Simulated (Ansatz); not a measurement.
# H2S2: how energies converge with the basis set

An exercise on one series of results from a longer session: the logs are not shown, and one member is left open.

Computed with Ansatz 0.2.0, Gaussian basis. Level: one geometry, several basis sets.

The runs, in order: PBE0-D4/def2-SVP; ωB97M-V/def2-SVP; PBE0-D4/def2-QZVPP; ωB97M-V/def2-QZVPP; CCSD(T)/cc-pV(D+d)Z; CCSD(T)/cc-pV(T+d)Z; CCSD(T)/cc-pV(Q+d)Z; the functionals' def2-TZVPP values are taken from earlier runs.

### Structure used throughout

The geometry comes from an earlier relaxation with PBE0-D4 in a triple-zeta def2 set; it is a stationary point.

SMILES `SS`, 4 atoms, charge 0, spin multiplicity 1.

Atoms are counted from 1 here; the program's logs count them from 0.

Bond lengths: S1–S2 2.046 Å, S1–H3 1.347 Å, S2–H4 1.347 Å. Angles: S2–S1–H3 98.6°, S1–S2–H4 98.6°.

Set-up of the first run:

The input, in.yaml:

```yaml
crystal:
  periodic: [false, false, false]
  atoms:
    - {symbol: S, position_ang: [0.796772, -0.805645, 0.162097]}
    - {symbol: S, position_ang: [0.076537, 1.106367, 0.060903]}
    - {symbol: H, position_ang: [-0.213907, -1.366250, 0.853830]}
    - {symbol: H, position_ang: [-0.603901, 1.005228, -1.097129]}
basis:
  gaussian: {orbitals: def2-SVP}
hamiltonian: {xc: pbe0, dispersion: d4}
output: {orbitals: {seedname: orbitals}}
```

The run is started by

```bash
ansatz run in.yaml --threads 2 --pin off --events-out ev --progress --plain --max-ram 32768MiB --backend cpu
```

Among the steps run: PBE0-D4 in def2-SVP; ωB97M-V in def2-SVP; PBE0-D4 in def2-QZVPP; ωB97M-V in def2-QZVPP.

One of the session's tables, all rows but one given; the rest of the session is left out.

| functional | basis | HOMO (eV) |
| --- | --- | --- |
| PBE0-D4 | def2-SVP | ? |
| PBE0-D4 | def2-TZVPP | -7.52 |
| PBE0-D4 | def2-QZVPP | -7.57 |
| ωB97M-V | def2-SVP | -9.55 |
| ωB97M-V | def2-TZVPP | -9.70 |
| ωB97M-V | def2-QZVPP | -9.76 |

**Question.** Estimate the row for PBE0-D4, def2-SVP.

As computed: HOMO (eV): -7.39. In the column «HOMO (eV)» it is the highest.
